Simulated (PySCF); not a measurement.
Molecule: SMILES C#CCC(=O)O, C$_{4}$H$_{4}$O$_{2}$.

Molfile (atoms numbered from 1):
```
C4H4O2
     RDKit          3D

 10  9  0  0  0  0  0  0  0  0999 V2000
    2.1506   -0.4830    0.8562 C   0  0  0  0  0  0  0  0  0  0  0  0
    1.2326    0.0522    0.2785 C   0  0  0  0  0  0  0  0  0  0  0  0
    0.1461    0.7030   -0.4352 C   0  0  0  0  0  0  0  0  0  0  0  0
   -1.1797   -0.0348   -0.4591 C   0  0  0  0  0  0  0  0  0  0  0  0
   -1.9692    0.0493   -1.3595 O   0  0  0  0  0  0  0  0  0  0  0  0
   -1.3966   -0.7481    0.6455 O   0  0  0  0  0  0  0  0  0  0  0  0
    2.9618   -0.9602    1.3740 H   0  0  0  0  0  0  0  0  0  0  0  0
    0.4166    0.8976   -1.4835 H   0  0  0  0  0  0  0  0  0  0  0  0
   -0.0591    1.6901    0.0177 H   0  0  0  0  0  0  0  0  0  0  0  0
   -2.2703   -1.1568    0.5429 H   0  0  0  0  0  0  0  0  0  0  0  0
  1  2  3  0
  2  3  1  0
  3  4  1  0
  4  5  2  0
  4  6  1  0
  1  7  1  0
  3  8  1  0
  3  9  1  0
  6 10  1  0
M  END
```

Spin–spin couplings on one PBE0-D3(BJ)/def2-SVP geometry, PySCF, gas phase, non-relativistic, equivalent pairs averaged (without the spin–dipole term); isotopes ¹³C, ¹H, ¹⁷O; functional B3LYP.

Task: How do the couplings (Hz) change with the basis set? Times are CPU seconds on shared hosts with different chips, so compare them loosely. Far from the basis limit: 6-31G-J, pcJ-0, 6-31G*, def2-TZVP, cc-pVTZ.

Result: 
```tsv
basis set	functions	¹J(C1,H7)	¹J(C1,C2)	¹J(C3,H8)	¹J(C2,C3)	¹J(O6,H10)	¹J(C3,C4)	¹J(C4,O5)	core-s
6-31G-J	88	286.6	205.2	143.5	82.2	-63.5	62.1	47.7	5.8
pcJ-0	90	263.3	175.9	120.9	63.2	-41.9	50.0	58.6	5.4
6-31G*	92	240.1	192.1	159.6	80.4	-72.5	73.5	9.4	5.2
pcJ-1	202	274.8	205.9	138.7	79.7	-74.7	62.0	30.5	16
def2-TZVP	210	260.6	201.9	131.4	77.8	-66.1	62.0	33.8	20
cc-pVTZ	236	258.3	312.6	118.4	70.7	-57.4	52.5	12.7	23
```

The Fermi-contact term samples the wavefunction at the nucleus, which is why sets with added tight s functions (names with J) are made for couplings.
